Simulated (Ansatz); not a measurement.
**A geometry optimisation of BH5OSi+ with r2SCAN-D4/def2-SVP**

The starting geometry of this gas-phase doublet was optimised with GFN2-xTB.

```csv
atom,x (Å),y (Å),z (Å)
B,-0.8310,1.1187,0.8116
O,-0.0160,1.4242,-0.4091
Si,-1.2013,0.4350,-1.1647
H,-0.3681,0.3873,1.5908
H,-1.6578,1.9031,1.0655
H,0.9509,1.4019,-0.3852
H,-0.6227,-0.8518,-1.5110
H,-1.9575,1.3649,-1.9826
```

Where would you expect an optimisation with r2SCAN-D4/def2-SVP to take it?

A bond breaks, leaving `B[OH+][SiH2]`. Contacts that open: B1–Si3 (2.12 → 2.97 Å).

The energy falls by 0.84 eV over 24 steps:

| step | E − E(last) (eV) |
| --- | --- |
| 1 | 0.840 |
| 4 | 0.525 |
| 6 | 0.459 |
| 9 | 0.226 |
| 11 | 0.021 |
| 14 | 0.002 |
| 16 | 0.001 |
| 19 | 0.000 |
| 21 | 0.000 |
| 24 | 0.000 |

Final geometry (Å):

```yaml
atoms:
  - { symbol: B, position_ang: [-0.7021, 1.4247, 1.0515] }
  - { symbol: O, position_ang: [-0.2736, 0.6603, -0.0747] }
  - { symbol: Si, position_ang: [-1.3071, 0.1293, -1.5540] }
  - { symbol: H, position_ang: [0.1233, 1.6145, 1.8914] }
  - { symbol: H, position_ang: [-1.8422, 1.7761, 1.0034] }
  - { symbol: H, position_ang: [0.6533, 0.3464, -0.0403] }
  - { symbol: H, position_ang: [-0.2122, -0.1102, -2.5287] }
  - { symbol: H, position_ang: [-2.1430, 1.3421, -1.7332] }
```

No frequencies were run, so the end isn't proven a minimum. Open shells are spin-unrestricted. Run with Ansatz 0.2.0, 59 s on 1 thread of Intel(R) Xeon(R) 6975P-C (Granite Rapids), on a shared host.
